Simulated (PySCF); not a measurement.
Isomers of C4H4S2, mass 115.975 u with the commonest isotopes. Level of theory: PySCF 2.14.0, PBE0-D3(BJ)/def2-SVP geometry optimisation, gas phase. One conformer each, none proved a minimum here; rigid rotors.

Question: Order these by radius of gyration √(Σ m r²/M), smallest first.
A. `[SH:1][c:2]1[cH:3][cH:4][cH:5][s:6]1` with H–S1–C2–C3 -105°
B. `[CH:1]1=[CH:2][S:3][CH:4]=[CH:5][S:6]1` with C1–C2–S3–C4 37°, C2–S3–C4–C5 -37°, C4–C5–S6–C1 37°, C2–C1–S6–C5 -37°
C. `[SH:1][c:2]1[cH:3][cH:4][s:5][cH:6]1` with H–S1–C2–C3 60°

Answer: B (1.660 Å), A (1.777 Å), C (1.875 Å).

Question: Order these by rotational constant C, largest first.
A. `[CH:1]1=[CH:2][S:3][CH:4]=[CH:5][S:6]1` with C1–C2–S3–C4 37°, C2–S3–C4–C5 -37°, C4–C5–S6–C1 37°, C2–C1–S6–C5 -37°
B. `[SH:1][c:2]1[cH:3][cH:4][cH:5][s:6]1` with H–S1–C2–C3 -105°
C. `[SH:1][c:2]1[cH:3][cH:4][s:5][cH:6]1` with H–S1–C2–C3 60°

Answer: A (1636 MHz), B (1386 MHz), C (1243 MHz).

Question: Order these by out-of-plane moment Σ m c² = (Ia + Ib − Ic)/2, largest first.
A. `[SH:1][c:2]1[cH:3][cH:4][cH:5][s:6]1` with H–S1–C2–C3 -105°
B. `[CH:1]1=[CH:2][S:3][CH:4]=[CH:5][S:6]1` with C1–C2–S3–C4 37°, C2–S3–C4–C5 -37°, C4–C5–S6–C1 37°, C2–C1–S6–C5 -37°
C. `[SH:1][c:2]1[cH:3][cH:4][s:5][cH:6]1` with H–S1–C2–C3 60°

Answer: B (10.68 u·Å²), A (1.67 u·Å²), C (1.25 u·Å²).

```json
{"SMILES": "C1=CSC=CS1", "point group": "C2v", "Ia (u·Å²)": "118.00", "Ib (u·Å²)": "212.28", "Ic (u·Å²)": "308.92", "κ": "-0.44", "μa (D)": "0.00", "μb (D)": "0.00", "μc (D)": "1.33"}
{"SMILES": "Sc1ccsc1", "point group": "–", "Ia (u·Å²)": "72.52", "Ib (u·Å²)": "336.55", "Ic (u·Å²)": "406.56", "κ": "-0.91", "μa (D)": "0.62", "μb (D)": "0.83", "μc (D)": "0.78"}
{"SMILES": "Sc1cccs1", "point group": "–", "Ia (u·Å²)": "95.01", "Ib (u·Å²)": "273.04", "Ic (u·Å²)": "364.71", "κ": "-0.76", "μa (D)": "1.06", "μb (D)": "0.38", "μc (D)": "0.94"}
```
